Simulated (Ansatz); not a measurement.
## CO, singlet in cc-pVDZ: errors against RCCSDTQ

Geometry: that of the CO, triplet, kept fixed.

```xyz
2

O     0.0000    0.0000    0.0000
C     0.0000    0.0000    1.1955
```

Basis cc-pVDZ; Ansatz 0.2.0. Correlated methods freeze the noble-gas cores, which leaves 10 electrons in 26 orbitals. R marks a restricted (for open shells ROHF) determinant. Active spaces: valence = (10e, 8o) chosen from the atoms' valence shells.

Full CI isn't at hand for all of this; RCCSDTQ serves as the reference, and is uncertain by about the last step of the cluster series.

The UHF ⟨S²⟩ is 0.000. The T1 diagnostic (RCCSD) is 0.0237 and the largest doubles amplitude (RCCSD) is 0.085.

| level | E − E(RCCSDTQ) (kcal/mol) | share of correlation (%) | wall time |
| --- | --- | --- | --- |
| RHF | 199.64 | 0.00 | – |
| RMP2 | 12.07 | 93.95 | – |
| CISD | 21.80 | 89.08 | 0.55 s |
| RCCSD | 8.94 | 95.52 | – |
| RCCSD(T) | 1.03 | 99.48 | 0.24 s |
| BCCD(T) | 0.94 | 99.53 | 0.28 s |
| RCCSDT | 0.71 | 99.65 | – |
| CISDTQ | 1.37 | 99.31 | 15 s (H100) |
| RCCSDT(Q) | -0.13 | 100.06 | 1.2 s |
| CASSCF (valence space) | 110.77 | 44.51 | – |
| NEVPT2 (valence space) | 21.92 | 89.02 | 1.1 s |
| MRCISD (valence space) | 5.85 | 97.07 | – |
| MRCISD+Q (valence space) | 0.82 | 99.59 | 1.9 s |

The correlation energy at RCCSDTQ, counted from RHF, is -8.657 eV. That run took 8.5 s on 2 threads of AMD EPYC 7R13 with a shared H100 80 GB, shared host.

Times hold each run's SCF and search for its determinant on a shared host, so for small cases they say little of a method's own cost; rows without a card ran on 1 thread of AMD EPYC 7R13.

Natural occupations of CASSCF (valence space) about the gap: 1.998 1.989 1.977 1.948 1.948 0.057 0.057 0.024; effectively unpaired electrons, Σ n²(2−n)², 0.05.
